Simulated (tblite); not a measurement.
Compound: C4H4NS (doublet state).
InChI=1S/C4H4NS/c1-4-2-3-6-5-4/h3H,1H3

Level: GFN2-xTB in tblite, geometry and Hessian alike; calculated harmonic values, unscaled, isolated species. Errors from tens to a few hundred cm⁻¹ against measured bands are possible. Open shells enter through the occupations alone, without spin polarisation, and single modes of such species can be off by tens of per cent.

Harmonic wavenumbers (cm⁻¹): 82.3, 229.7, 304.9, 424.6, 539.0, 568.9, 646.6, 738.2, 751.1, 824.4, 931.9, 1008.3, 1021.9, 1079.1, 1331.9, 1387.6, 1423.2, 1458.2, 1460.7, 1531.2, 3011.6, 3022.3, 3062.7, 3195.3.

A = 7761, B = 2631, C = 1989 MHz; mass 98.006 u (most abundant isotopes); point group Cs, symmetry number 1; spin multiplicity 2.

**Question.** Zero-point energy?

**Answer.** ½Σν̃ = 15018 cm⁻¹ = 42.94 kcal/mol.

**Question.** Give the ideal-gas entropy at 350 K and 1 bar in the rigid-rotor, harmonic-oscillator model (classical rotation).

**Answer.** Translation 40.48, rotation 26.95, vibration 13.10, spin (R ln 2) 1.38: S = 81.9 cal/(mol K).

**Question.** And Cp and H(350 K) − H(0)?

**Answer.** Cp = 24.98 cal/(mol K), of which vibrations give 17.03 (their classical limit is 24 R = 47.7); H(350 K) − H(0) = 5.44 kcal/mol without the zero-point energy, 2.66 from vibrations.

**Question.** How do the functions run with temperature in this model?

**Answer.** 
```csv
T (K),S (cal/(mol K)),Cp (cal/(mol K)),H − H(0) (kcal/mol),G − H(0) (kcal/mol),ln q(vib)
50,54.0,9.4,0.42,-2.28,0.10
100,61.1,11.3,0.94,-5.17,0.42
298.15,78.1,22.1,4.22,-19.08,2.22
373.15,83.5,26.2,6.03,-25.14,3.03
500,92.0,31.8,9.73,-36.29,4.47
750,106.5,39.3,18.70,-61.16,7.36
1000,118.4,43.9,29.13,-89.32,10.12
```

q(vib) and H(0) count from the zero-point level.

**Question.** What must be added to the electronic energy to get the Gibbs energy at 350 K and 1 bar?

**Answer.** ZPE + [H(350 K) − H(0)] − T·S = 42.94 + 5.44 − 28.67 = 19.71 kcal/mol.

**Question.** Which modes carry the vibrational entropy at 350 K?

**Answer.** 82.3 cm⁻¹: 4.15; 229.7 cm⁻¹: 2.17; 304.9 cm⁻¹: 1.66; 424.6 cm⁻¹: 1.11; 539.0 cm⁻¹: 0.77; 568.9 cm⁻¹: 0.70 cal/(mol K); the other 18 give 2.53 together.

Hindered rotation and anharmonicity are outside this model.
